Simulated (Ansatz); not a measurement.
# C2P: the cost of one run

Program: Ansatz 0.2.0. Level of theory: the levels named in each step. These are calculated values, not measurements.

## (1) The starting structure

Bond lengths: C1–C2 1.278 Å, C2–P3 1.640 Å. Angles: C1–C2–P3 180.0°.

As a file:

```xyz
3

C     0.0000    0.0000   -1.3986
C     0.0000    0.0000   -0.1205
P     0.0000    0.0000    1.5191
```

## (2) A rough first relaxation, PBE-D4/def2-SVPD

The input, input.yaml:

```yaml
crystal:
  periodic: [false, false, false]
  atoms:
    - { symbol: C, position_ang: [0.0, 0.0, -1.39862] }
    - { symbol: C, position_ang: [0.0, 0.0, -0.12045] }
    - { symbol: P, position_ang: [0.0, 0.0, 1.51907] }
total_charge: -1
basis:
  gaussian: { orbitals: def2-SVPD }
hamiltonian:
  xc: pbe
  dispersion: d4
relax:
  f_tol: 0.03
  max_steps: 200
```

Launch:

```
$ ansatz run input.yaml --threads 4 --pin off --max-ram 10240MiB --backend cpu --events-out ev --progress --plain --runs-dir out
```

**Question.** How long does this run take on 4 threads of Intel Xeon at 2.50GHz (Skylake/Cascade Lake), shared host, and how much memory does it need?

About 4 s, with a peak of 0.12 GiB.
